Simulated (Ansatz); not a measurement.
Geometry optimisation, UKS B3LYP/STO-3G (Ansatz).

Input file:

```yaml
crystal:
  periodic: [false, false, false]
  atoms:
    - { symbol: Cl, position_ang: [-1.385985, -1.213475, 1.218278] }
    - { symbol: C, position_ang: [-0.51061, 0.069281, 0.275029] }
    - { symbol: C, position_ang: [-0.455352, -0.312546, -1.233101] }
    - { symbol: H, position_ang: [-1.104342, 0.998382, 0.400907] }
    - { symbol: C, position_ang: [0.933643, 0.315381, 0.911621] }
    - { symbol: F, position_ang: [1.09698, 1.655846, 1.299607] }
    - { symbol: H, position_ang: [1.707918, 0.02965, 0.157706] }
    - { symbol: H, position_ang: [1.038857, -0.352249, 1.775093] }
    - { symbol: H, position_ang: [0.134071, -1.228113, -1.385612] }
    - { symbol: H, position_ang: [-1.469274, -0.474468, -1.627476] }
    - { symbol: H, position_ang: [0.014094, 0.512212, -1.792051] }
magnetization:
  spin_polarized: true
basis:
  gaussian: { orbitals: STO-3G }
hamiltonian:
  xc: b3lyp
relax:
  f_tol: 0.03
  max_steps: 50
output:
  orbitals: {}
```

Command:

```bash
$ ansatz run input.yaml --threads 1 --pin off --max-ram 2048MiB --backend cpu --events-out ev --progress --plain --runs-dir out
```

Task: Where does it end, and by what steps?

Result: The forces met the threshold. Limits of this set-up: minimal basis. After 13 steps the energy has fallen by 0.141 eV; F6 moved furthest, 0.93 Å.

```
step  energy less start (eV)  largest force component (eV/Å)  accepted
   0                  0.0000                           0.828       yes
   1                 -0.0323                           0.372       yes
   2                 -0.0391                           0.074       yes
   3                 -0.0424                           0.081       yes
   4                 -0.0422                           0.817        no
   5                 -0.0521                           0.127       yes
   6                 -0.0627                           0.310       yes
   7                 -0.0749                           0.714       yes
   8                 -0.1174                           0.050       yes
   9                 -0.1339                           0.046       yes
  10                 -0.1226                           0.716        no
  11                 -0.1371                           0.121       yes
  12                 -0.1395                           0.146       yes
  13                 -0.1405                           0.013       yes
```

```xyz
11
Properties=species:S:1:pos:R:3
Cl -1.142 -1.612 1.060
C -0.513 -0.030 0.310
C -0.469 -0.147 -1.238
H -1.234 0.753 0.621
C 0.909 0.279 0.933
F 1.398 1.501 0.432
H 1.600 -0.560 0.676
H 0.811 0.317 2.046
H 0.187 -0.975 -1.544
H -1.477 -0.318 -1.643
H -0.071 0.794 -1.652
```

Whether the end is a true minimum wasn't checked by a vibrational analysis.

The run took 40 s on 1 thread of Arm Neoverse V2 (shared host), peak memory 0.15 GiB.
